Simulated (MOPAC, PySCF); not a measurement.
C₃H₈O, SMILES `CCOC` (C–C–O–C torsion 73°), neutral singlet in the gas phase. 

Z-matrix (Å, degrees):
```
C
H 1 1.0911
H 1 1.0995 2 107.66
O 1 1.4186 2 105.25 3 116.92
C 4 1.4107 1 114.23 2 -166.36
H 5 1.0891 4 107.08 1 173.39
H 5 1.0959 6 108.57 4 -121.66
H 5 1.0984 6 108.91 7 -117.95
C 1 1.5222 2 109.97 3 -120.17
H 9 1.0910 1 112.02 2 176.61
H 9 1.0912 10 108.42 1 -122.05
H 9 1.0922 10 107.61 11 -117.04
```
Charge 0, multiplicity 1.

All levels are single points at this geometry (B3LYP-D3(BJ)/def2-TZVP); Pople sets use spherical d functions. Orbital energies aren't observables, and empty levels follow the basis.

| level | HOMO (eV) | LUMO (eV) | gap (eV) | dipole (D) | vertical IE, Delta-SCF (eV) |
|---|---|---|---|---|---|
| B3LYP-D3(BJ)/def2-TZVP in PySCF | -7.09 | 1.00 | 8.10 | 1.28 | – |
| PBE-D3(BJ)/def2-TZVP in PySCF | -5.73 | 0.55 | 6.28 | 1.18 | – |
| B3LYP/3-21G in PySCF | -6.41 | 3.00 | 9.41 | 1.41 | – |
| B3LYP/6-31G* in PySCF | -6.74 | 2.49 | 9.23 | 1.28 | 9.49 |
| BP86/6-31G* in PySCF | -5.46 | 1.79 | 7.25 | 1.19 | – |
| M06-2X/6-31G* in PySCF | -8.66 | 3.62 | 12.28 | 1.35 | – |
| HF/6-31G* in PySCF | -11.25 | 6.28 | 17.52 | 1.53 | 8.62 |
| HF/STO-3G in PySCF | -8.90 | 14.98 | 23.88 | 1.29 | – |
| PM3 in MOPAC | -10.73 | 3.04 | 13.77 | 1.32 | – |
